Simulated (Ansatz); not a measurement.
Ansatz (a quantum-chemistry and plane-wave program) input (B3LYP-D3(BJ)/def2-TZVP):

Ansatz 0.2 input:
```yaml
crystal:
  periodic: [false, false, false]
  atoms:
    - {symbol: N, position_ang: [0.00050850, 0.05505915, 0.21829074]}
    - {symbol: C, position_ang: [0.00176132, 1.42665324, 0.07760598]}
    - {symbol: C, position_ang: [1.21886028, -0.65170039, -0.11593847]}
    - {symbol: C, position_ang: [-1.22078552, -0.64895999, -0.11094661]}
    - {symbol: H, position_ang: [0.93451484, 1.93798604, 0.26489020]}
    - {symbol: H, position_ang: [-0.92906689, 1.94007936, 0.26870335]}
    - {symbol: H, position_ang: [1.36171805, -0.73955939, -1.20323368]}
    - {symbol: H, position_ang: [1.19291628, -1.65514888, 0.31148623]}
    - {symbol: H, position_ang: [2.07484105, -0.12021475, 0.29928959]}
    - {symbol: H, position_ang: [-1.36828861, -0.73649284, -1.19764770]}
    - {symbol: H, position_ang: [-2.07386374, -0.11555460, 0.30777843]}
    - {symbol: H, position_ang: [-1.19534696, -1.65246620, 0.31637296]}
basis:
  gaussian:
    orbitals: def2-TZVP
hamiltonian:
  xc: b3lyp
  dispersion: d3bj
magnetization: {spin_polarized: true, initial_magnetization: 1}
phonons: {temperatures: {t_min: 298.15, t_max: 298.15, t_step: 100}}
```

Output:

```
Functional definition: B3LYP
integrals: 0.07 GiB planned
1047 factors; their error is unknown
mean field: 0.94 GiB planned
mean field evaluation 1: about -4722.2760 eV, gradient 4.5e1 eV
mean field evaluation 2: about -4715.2420 eV, gradient 5.7e1 eV
mean field evaluation 4: about -4731.7579 eV, gradient 3.5e0 eV
mean field evaluation 8: about -4731.8067 eV, gradient 7.2e-2 eV
mean field evaluation 16: about -4731.7882 eV, gradient 1.1e-4 eV
mean field -4731.78823952 eV, -173.8900104812 hartree, gradient 1.9e-5 eV, S^2 0.753876; 0 other end points of the search recorded, 0 dependent functions left out
the calculation of the forces begins
reference -4731.78850899 eV, -173.8900203838 hartree; 17, 16 occupied and 155, 156 virtual orbitals, 1047 factors
these checks for a lower state are left out or cut short: stability, starts, cluster_reference, orbital_swaps, neighbouring_geometries, increment
integrals: 0.07 GiB planned
1047 factors; their error is unknown
mean field: 0.94 GiB planned
mean field -4731.78820297 eV, -173.8900091379 hartree, gradient 1.8e-6 eV, S^2 0.753875; 0 other end points of the search recorded, 0 dependent functions left out
the calculation of the forces begins
reference -4731.78847249 eV, -173.8900190425 hartree; 17, 16 occupied and 155, 156 virtual orbitals, 1047 factors
these checks for a lower state are left out or cut short: stability, starts, cluster_reference, orbital_swaps, neighbouring_geometries, increment
integrals: 0.07 GiB planned
1047 factors; their error is unknown
mean field: 0.94 GiB planned
mean field evaluation 32: about -4731.7882 eV, gradient 4.4e-3 eV
mean field -4731.78818731 eV, -173.8900085623 hartree, gradient 1.9e-6 eV, S^2 0.753877; 0 other end points of the search recorded, 0 dependent functions left out
the calculation of the forces begins
reference -4731.78845672 eV, -173.8900184630 hartree; 17, 16 occupied and 155, 156 virtual orbitals, 1047 factors
these checks for a lower state are left out or cut short: stability, starts, cluster_reference, orbital_swaps, neighbouring_geometries, increment
integrals: 0.07 GiB planned
1047 factors; their error is unknown
mean field: 0.94 GiB planned
mean field -4731.78804936 eV, -173.8900034928 hartree, gradient 2.6e-6 eV, S^2 0.753869; 0 other end points of the search recorded, 0 dependent functions left out
the calculation of the forces begins
reference -4731.78831883 eV, -173.8900133957 hartree; 17, 16 occupied and 155, 156 virtual orbitals, 1047 factors
these checks for a lower state are left out or cut short: stability, starts, cluster_reference, orbital_swaps, neighbouring_geometries, increment
integrals: 0.07 GiB planned
1047 factors; their error is unknown
mean field: 0.94 GiB planned
mean field -4731.78804952 eV, -173.8900034987 hartree, gradient 1.9e-6 eV, S^2 0.753883; 0 other end points of the search recorded, 0 dependent functions left out
the calculation of the forces begins
reference -4731.78831898 eV, -173.8900134011 hartree; 17, 16 occupied and 155, 156 virtual orbitals, 1047 factors
these checks for a lower state are left out or cut short: stability, starts, cluster_reference, orbital_swaps, neighbouring_geometries, increment
integrals: 0.07 GiB planned
1047 factors; their error is unknown
mean field: 0.94 GiB planned
mean field -4731.78822629 eV, -173.8900099950 hartree, gradient 1.8e-6 eV, S^2 0.753879; 0 other end points of the search recorded, 0 dependent functions left out
the calculation of the forces begins
reference -4731.78849564 eV, -173.8900198933 hartree; 17, 16 occupied and 155, 156 virtual orbitals, 1047 factors
these checks for a lower state are left out or cut short: stability, starts, cluster_reference, orbital_swaps, neighbouring_geometries, increment
integrals: 0.07 GiB planned
[...]
mean field evaluation 192: about -4731.8058 eV, gradient 3.7e-1 eV
mean field -4731.78812724 eV, -173.8900063549 hartree, gradient 1.8e-6 eV, S^2 0.753876; 0 other end points of the search recorded, 0 dependent functions left out
the calculation of the forces begins
reference -4731.78839671 eV, -173.8900162578 hartree; 17, 16 occupied and 155, 156 virtual orbitals, 1047 factors
these checks for a lower state are left out or cut short: stability, starts, cluster_reference, orbital_swaps, neighbouring_geometries, increment
integrals: 0.07 GiB planned
1047 factors; their error is unknown
mean field: 0.94 GiB planned
mean field -4731.78816554 eV, -173.8900077623 hartree, gradient 1.8e-6 eV, S^2 0.753876; 0 other end points of the search recorded, 0 dependent functions left out
the calculation of the forces begins
reference -4731.78843499 eV, -173.8900176646 hartree; 17, 16 occupied and 155, 156 virtual orbitals, 1047 factors
these checks for a lower state are left out or cut short: stability, starts, cluster_reference, orbital_swaps, neighbouring_geometries, increment
integrals: 0.07 GiB planned
1047 factors; their error is unknown
mean field: 0.94 GiB planned
mean field -4731.78824871 eV, -173.8900108187 hartree, gradient 1.8e-6 eV, S^2 0.753876; 0 other end points of the search recorded, 0 dependent functions left out
the calculation of the forces begins
reference -4731.78851817 eV, -173.8900207215 hartree; 17, 16 occupied and 155, 156 virtual orbitals, 1047 factors
these checks for a lower state are left out or cut short: stability, starts, cluster_reference, orbital_swaps, neighbouring_geometries, increment
integrals: 0.07 GiB planned
1047 factors; their error is unknown
mean field: 0.94 GiB planned
mean field -4731.78819661 eV, -173.8900089043 hartree, gradient 1.8e-6 eV, S^2 0.753876; 0 other end points of the search recorded, 0 dependent functions left out
the calculation of the forces begins
reference -4731.78846607 eV, -173.8900188068 hartree; 17, 16 occupied and 155, 156 virtual orbitals, 1047 factors
these checks for a lower state are left out or cut short: stability, starts, cluster_reference, orbital_swaps, neighbouring_geometries, increment
integrals: 0.07 GiB planned
1047 factors; their error is unknown
mean field: 0.94 GiB planned
mean field evaluation 224: about -4731.7881 eV, gradient 4.4e-3 eV
mean field -4731.78812783 eV, -173.8900063764 hartree, gradient 1.8e-6 eV, S^2 0.753876; 0 other end points of the search recorded, 0 dependent functions left out
the calculation of the forces begins
reference -4731.78839725 eV, -173.8900162775 hartree; 17, 16 occupied and 155, 156 virtual orbitals, 1047 factors
these checks for a lower state are left out or cut short: stability, starts, cluster_reference, orbital_swaps, neighbouring_geometries, increment
integrals: 0.07 GiB planned
1047 factors; their error is unknown
mean field: 0.94 GiB planned
mean field -4731.78817424 eV, -173.8900080820 hartree, gradient 1.8e-6 eV, S^2 0.753877; 0 other end points of the search recorded, 0 dependent functions left out
the calculation of the forces begins
reference -4731.78844374 eV, -173.8900179861 hartree; 17, 16 occupied and 155, 156 virtual orbitals, 1047 factors
these checks for a lower state are left out or cut short: stability, starts, cluster_reference, orbital_swaps, neighbouring_geometries, increment
integrals: 0.07 GiB planned
1047 factors; their error is unknown
mean field: 0.94 GiB planned
mean field -4731.78821346 eV, -173.8900095233 hartree, gradient 1.8e-6 eV, S^2 0.753876; 0 other end points of the search recorded, 0 dependent functions left out
the calculation of the forces begins
reference -4731.78848295 eV, -173.8900194270 hartree; 17, 16 occupied and 155, 156 virtual orbitals, 1047 factors
these checks for a lower state are left out or cut short: stability, starts, cluster_reference, orbital_swaps, neighbouring_geometries, increment
integrals: 0.07 GiB planned
1047 factors; their error is unknown
mean field: 0.94 GiB planned
mean field -4731.78820869 eV, -173.8900093483 hartree, gradient 1.8e-6 eV, S^2 0.753876; 0 other end points of the search recorded, 0 dependent functions left out
the calculation of the forces begins
reference -4731.78847813 eV, -173.8900192498 hartree; 17, 16 occupied and 155, 156 virtual orbitals, 1047 factors
these checks for a lower state are left out or cut short: stability, starts, cluster_reference, orbital_swaps, neighbouring_geometries, increment
integrals: 0.07 GiB planned
1047 factors; their error is unknown
mean field: 0.94 GiB planned
mean field -4731.78819828 eV, -173.8900089656 hartree, gradient 1.8e-6 eV, S^2 0.753876; 0 other end points of the search recorded, 0 dependent functions left out
the calculation of the forces begins
reference -4731.78846779 eV, -173.8900188699 hartree; 17, 16 occupied and 155, 156 virtual orbitals, 1047 factors
these checks for a lower state are left out or cut short: stability, starts, cluster_reference, orbital_swaps, neighbouring_geometries, increment
integrals: 0.07 GiB planned
1047 factors; their error is unknown
mean field: 0.94 GiB planned
mean field evaluation 256: about -4731.8063 eV, gradient 2.9e-4 eV
mean field -4731.78814129 eV, -173.8900068710 hartree, gradient 1.8e-6 eV, S^2 0.753876; 0 other end points of the search recorded, 0 dependent functions left out
the calculation of the forces begins
reference -4731.78841071 eV, -173.8900167720 hartree; 17, 16 occupied and 155, 156 virtual orbitals, 1047 factors
these checks for a lower state are left out or cut short: stability, starts, cluster_reference, orbital_swaps, neighbouring_geometries, increment
integrals: 0.07 GiB planned
1047 factors; their error is unknown
mean field: 0.94 GiB planned
mean field -4731.78819762 eV, -173.8900089414 hartree, gradient 1.8e-6 eV, S^2 0.753876; 0 other end points of the search recorded, 0 dependent functions left out
the calculation of the forces begins
reference -4731.78846711 eV, -173.8900188449 hartree; 17, 16 occupied and 155, 156 virtual orbitals, 1047 factors
these checks for a lower state are left out or cut short: stability, starts, cluster_reference, orbital_swaps, neighbouring_geometries, increment
integrals: 0.07 GiB planned
1047 factors; their error is unknown
mean field: 0.94 GiB planned
mean field -4731.78820717 eV, -173.8900092923 hartree, gradient 1.8e-6 eV, S^2 0.753876; 0 other end points of the search recorded, 0 dependent functions left out
the calculation of the forces begins
reference -4731.78847661 eV, -173.8900191940 hartree; 17, 16 occupied and 155, 156 virtual orbitals, 1047 factors
these checks for a lower state are left out or cut short: stability, starts, cluster_reference, orbital_swaps, neighbouring_geometries, increment
integrals: 0.07 GiB planned
1047 factors; their error is unknown
mean field: 0.94 GiB planned
mean field -4731.78821734 eV, -173.8900096660 hartree, gradient 1.8e-6 eV, S^2 0.753876; 0 other end points of the search recorded, 0 dependent functions left out
the calculation of the forces begins
reference -4731.78848683 eV, -173.8900195697 hartree; 17, 16 occupied and 155, 156 virtual orbitals, 1047 factors
these checks for a lower state are left out or cut short: stability, starts, cluster_reference, orbital_swaps, neighbouring_geometries, increment
integrals: 0.07 GiB planned
1047 factors; their error is unknown
mean field: 0.94 GiB planned
mean field evaluation 288: about -4731.7882 eV, gradient 1.6e-6 eV
mean field -4731.78820666 eV, -173.8900092734 hartree, gradient 1.8e-6 eV, S^2 0.753876; 0 other end points of the search recorded, 0 dependent functions left out
the calculation of the forces begins
reference -4731.78847609 eV, -173.8900191750 hartree; 17, 16 occupied and 155, 156 virtual orbitals, 1047 factors
Total energy: -4732.13662909 eV, -173.9028135615 hartree
Atom 0 at     0.000508     0.055059     0.218291 Å, force     0.000003    -0.000982     0.001789 eV/Å
Atom 1 at     0.001761     1.426653     0.077606 Å, force    -0.000002     0.000472    -0.001338 eV/Å
Atom 2 at     1.218860    -0.651700    -0.115938 Å, force    -0.001446    -0.000483     0.000104 eV/Å
Atom 3 at    -1.220786    -0.648960    -0.110947 Å, force     0.001446    -0.000486     0.000099 eV/Å
Atom 4 at     0.934515     1.937986     0.264890 Å, force     0.001635     0.001104     0.000414 eV/Å
Atom 5 at    -0.929067     1.940079     0.268703 Å, force    -0.001631     0.001108     0.000420 eV/Å
Atom 6 at     1.361718    -0.739559    -1.203234 Å, force     0.000704    -0.001115    -0.000585 eV/Å
Atom 7 at     1.192916    -1.655149     0.311486 Å, force     0.000904     0.000220    -0.001005 eV/Å
Atom 8 at     2.074841    -0.120215     0.299290 Å, force    -0.000447     0.000527     0.000844 eV/Å
Atom 9 at    -1.368289    -0.736493    -1.197648 Å, force    -0.000709    -0.001113    -0.000582 eV/Å
Atom 10 at    -2.073864    -0.115555     0.307778 Å, force     0.000452     0.000526     0.000842 eV/Å
Atom 11 at    -1.195347    -1.652466     0.316373 Å, force    -0.000908     0.000222    -0.001002 eV/Å
Dipole moment:    -0.000238    -0.257409     0.024808 e Å
Vibrations: 205.11 210.02 293.61 366.49 420.42 445.99 589.24 846.38 1050.86 1078.60 1115.88 1131.78 1166.55 1327.08 1395.17 1445.30 1457.46 1480.07 1489.76 1496.17 1497.00 1534.75 2952.38 2958.33 3064.55 3065.64 3109.59 3111.58 3148.40 3258.62 cm⁻¹, zero-point energy 2.895823 eV
```

It need not be the lowest isomer of its formula.
